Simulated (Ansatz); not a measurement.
A structure relaxed at PBE0-D4/def2-TZVPD in Ansatz, charge -2, singlet:

```xyz
3

S     1.745    0.297   -0.228
S    -0.008   -0.697    0.310
S    -1.738    0.400   -0.082
```

(1) Give its formula, name or SMILES and point group.

(2) Summarise the bond lengths by kind (pairs closer than 1.2 times the sum of covalent radii, bridged metal pairs left out).

Results:

(1) [S3]2- (S3²⁻). Point group C2v (tolerance 0.1 Å).

(2) 2 × S–S 2.09 Å.

A multiply charged anion in the gas phase is held together partly by the finite basis. Removing one electron lowers the energy by 2.97 eV at PBE0-D4/def2-TZVPD, so it isn't bound. The highest occupied level of the charge -2 singlet lies above zero (up to 4.48 eV). By energy differences it is unbound by 2.97 eV (vertical, to the charge -1 doublet, at PBE0-D4/def2-TZVPD) and held by the finite basis.
